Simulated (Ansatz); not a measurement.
Rock-salt MgS, treated with PBE0 (plane waves, PAW; Ansatz, an electronic-structure program).

Run with plane-wave cutoff 460 eV, 8×8×8 k mesh, Fermi–Dirac smearing 0.01 eV, scalar-relativistic PAW data made under PBE.

A third-order Birch–Murnaghan fit to the energies gives V0 = 17.520 Å³/atom, B0 = 80.2 GPa, B′ = 4.0.

```csv
V (Å³/atom),P (GPa)
16.644,4.56
17.082,2.13
17.480,0.18
17.958,…
18.396,…
```

Question: Estimate the withheld pressures from this fit; the answers are the runs' own values.

Answer: 
- 17.958, P (GPa): -1.89
- 18.396, P (GPa): -3.55

The formula P = (3/2) B0 (x^(7/3) − x^(5/3)) [1 + (3/4)(B′ − 4)(x^(2/3) − 1)] with x = V0/V meets the computed pressures within 0.01 GPa when these rounded values are put in.

Measured, for comparison: bulk modulus 81 GPa, equilibrium volume per atom 17.45 Å³/atom (corrected for zero-point motion; as tabulated in Goldzak et al. (2022), arXiv:2208.04865). Computed (rounded) less measured: bulk modulus -1.0 %, equilibrium volume per atom +0.4 %.

Static lattice: no zero-point or thermal effects.

Cost on a shared machine: roughly 5 core-minutes.
